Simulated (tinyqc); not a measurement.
Worked calculation: FCI on RHF in the sto-3g basis, for HF, spin multiplicity 1. One step of it, computed by the program tinyqc.

Question. FCI: determinants and Hamiltonian. Slater-Condon rules over spin orbitals, with the nuclear repulsion added and E(HF) subtracted on the diagonal. Only determinants linked to the reference directly or through others are kept (one block of an abelian symmetry group), so some states are absent.

one-electron integrals over orbitals h = C^T H C (hartree):
```
[[-40.538835, 0.707860, -0.198062, 0.000000, 0.000000, -0.208053],
 [0.707860, -9.139322, 0.560181, 0.000000, 0.000000, 1.105069],
 [-0.198062, 0.560181, -7.439911, 0.000000, 0.000000, 1.951724],
 [0.000000, 0.000000, 0.000000, -8.698021, 0.000000, 0.000000],
 [0.000000, 0.000000, 0.000000, 0.000000, -8.698021, 0.000000],
 [-0.208053, 1.105069, 1.951724, 0.000000, 0.000000, -6.103718]]
```

Two-electron integrals over orbitals (pq|rs), unique and non-zero (hartree):
```
(11|11) 5.362937    (21|11) -0.508717   (21|21) 0.076258    (22|11) 1.206934
(22|21) -0.020502   (22|22) 0.858348    (31|11) 0.148720    (31|21) -0.020713
(31|22) 0.011740    (31|31) 0.021740    (32|11) -0.142669   (32|21) 0.007904
(32|22) -0.027610   (32|31) 0.020891    (32|32) 0.154376    (33|11) 0.978008
(33|21) -0.010405   (33|22) 0.743263    (33|31) -0.004666   (33|32) -0.040645
(33|33) 0.746413    (41|41) 0.029588    (42|41) 0.039307    (42|42) 0.182787
(43|41) -0.010550   (43|42) -0.040003   (43|43) 0.045075    (44|11) 1.264011
(44|21) -0.014582   (44|22) 0.881734    (44|31) 0.004333    (44|32) -0.076827
(44|33) 0.738927    (44|44) 0.997514    (51|51) 0.029588    (52|51) 0.039307
(52|52) 0.182787    (53|51) -0.010550   (53|52) -0.040003   (53|53) 0.045075
(54|54) 0.053770    (55|11) 1.264011    (55|21) -0.014582   (55|22) 0.881734
(55|31) 0.004333    (55|32) -0.076827   (55|33) 0.738927    (55|44) 0.889973
(55|55) 0.997514    (61|11) 0.154527    (61|21) -0.024999   (61|22) 0.000953
(61|31) -0.009391   (61|32) -0.024817   (61|33) 0.010898    (61|44) 0.004282
(61|55) 0.004282    (61|61) 0.024468    (62|11) -0.225989   (62|21) 0.005146
(62|22) -0.121053   (62|31) -0.020171   (62|32) -0.052938   (62|33) -0.033329
(62|44) -0.118974   (62|55) -0.118974   (62|61) 0.016506    (62|62) 0.095312
(63|11) -0.370626   (63|21) 0.006422    (63|22) -0.180674   (63|31) 0.002079
(63|32) 0.093837    (63|33) -0.117451   (63|44) -0.206723   (63|55) -0.206723
(63|61) -0.006192   (63|62) 0.053362    (63|63) 0.188219    (64|41) -0.009960
(64|42) -0.039677   (64|43) -0.016444   (64|64) 0.031018    (65|51) -0.009960
(65|52) -0.039677   (65|53) -0.016444   (65|65) 0.031018    (66|11) 0.878324
(66|21) -0.009059   (66|22) 0.673341    (66|31) 0.014719    (66|32) 0.065978
(66|33) 0.667630    (66|44) 0.646703    (66|55) 0.646703    (66|61) -0.009315
(66|62) -0.064810   (66|63) -0.016744   (66|66) 0.707894
```

nuclear repulsion = 4.78652754 hartree

Hartree-Fock energy = -98.57097163 hartree

Give: determinants; H - E(HF) between determinants.

Answer.

Occupation strings over the orbitals (2 doubly, a alpha, b beta, 0 empty; spin orbitals ordered 1a 1b 2a 2b ...): 222220 22a22b 2a222b a2222b 22b22a 2b222a b2222a 222202 222022 220222 2ab222 a2b222 2ba222 202222 ab2222 b2a222 ba2222 022222

H - E(HF) between determinants (hartree), order 222220, 22a22b, 2a222b, a2222b, 22b22a, 2b222a, b2222a, 222202, 222022, 220222, 2ab222, a2b222, 2ba222, 202222, ab2222, b2a222, ba2222, 022222:
```
[[0.000, 0.000, 0.000, 0.000, 0.000, 0.000, 0.000, 0.031, 0.031, 0.188, -0.053, 0.006, 0.053, 0.095, -0.017, -0.006, 0.017, 0.024],
 [0.000, 0.634, -0.013, -0.021, -0.188, -0.053, 0.006, 0.016, 0.016, 0.101, 0.094, 0.002, -0.031, 0.053, -0.020, -0.020, 0.025, 0.009],
 [0.000, -0.013, 1.423, 0.026, -0.053, -0.095, -0.017, 0.040, 0.040, -0.094, -0.164, 0.006, 0.053, 0.056, 0.005, 0.025, -0.010, 0.025],
 [0.000, -0.021, 0.026, 25.605, 0.006, -0.017, -0.024, 0.010, 0.010, -0.002, 0.006, -0.354, 0.020, -0.005, -0.161, 0.009, 0.025, -0.164],
 [0.000, -0.188, -0.053, 0.006, 0.634, -0.013, -0.021, -0.016, -0.016, -0.101, -0.031, -0.020, 0.094, -0.053, 0.025, 0.002, -0.020, -0.009],
 [0.000, -0.053, -0.095, -0.017, -0.013, 1.423, 0.026, -0.040, -0.040, 0.094, 0.053, 0.025, -0.164, -0.056, -0.010, 0.006, 0.005, -0.025],
 [0.000, 0.006, -0.017, -0.024, -0.021, 0.026, 25.605, -0.010, -0.010, 0.002, 0.020, 0.009, 0.006, 0.005, 0.025, -0.354, -0.161, 0.164],
 [0.031, 0.016, 0.040, 0.010, -0.016, -0.040, -0.010, 1.209, 0.054, 0.045, 0.040, 0.011, -0.040, 0.183, -0.039, -0.011, 0.039, 0.030],
 [0.031, 0.016, 0.040, 0.010, -0.016, -0.040, -0.010, 0.054, 1.209, 0.045, 0.040, 0.011, -0.040, 0.183, -0.039, -0.011, 0.039, 0.030],
 [0.188, 0.101, -0.094, -0.002, -0.101, 0.094, 0.002, 0.045, 0.045, 1.387, 0.119, 0.040, -0.119, 0.154, -0.021, -0.040, 0.021, 0.022],
 [-0.053, 0.094, -0.164, 0.006, -0.031, 0.053, 0.020, 0.040, 0.040, 0.119, 2.167, 0.024, -0.154, 0.106, 0.008, -0.021, 0.024, 0.021],
 [0.006, 0.002, 0.006, -0.354, -0.020, 0.025, 0.009, 0.011, 0.011, 0.040, 0.024, 26.379, -0.021, -0.008, -0.221, -0.022, 0.021, -0.113],
 [0.053, -0.031, 0.053, 0.020, 0.094, -0.164, 0.006, -0.040, -0.040, -0.119, -0.154, -0.021, 2.167, -0.106, 0.024, 0.024, 0.008, -0.021],
 [0.095, 0.053, 0.056, -0.005, -0.053, -0.056, 0.005, 0.183, 0.183, 0.154, 0.106, -0.008, -0.106, 3.067, -0.014, 0.008, 0.014, 0.076],
 [-0.017, -0.020, 0.005, -0.161, 0.025, -0.010, 0.025, -0.039, -0.039, -0.021, 0.008, -0.221, 0.024, -0.014, 27.392, 0.021, -0.076, 0.474],
 [-0.006, -0.020, 0.025, 0.009, 0.002, 0.006, -0.354, -0.011, -0.011, -0.040, -0.021, -0.022, 0.024, 0.008, 0.021, 26.379, -0.221, 0.113],
 [0.017, 0.025, -0.010, 0.025, -0.020, 0.005, -0.161, 0.039, 0.039, 0.021, 0.024, 0.021, 0.008, 0.014, -0.076, -0.221, 27.392, -0.474],
 [0.024, 0.009, 0.025, -0.164, -0.009, -0.025, 0.164, 0.030, 0.030, 0.022, 0.021, -0.113, -0.021, 0.076, 0.474, 0.113, -0.474, 55.524]]
```
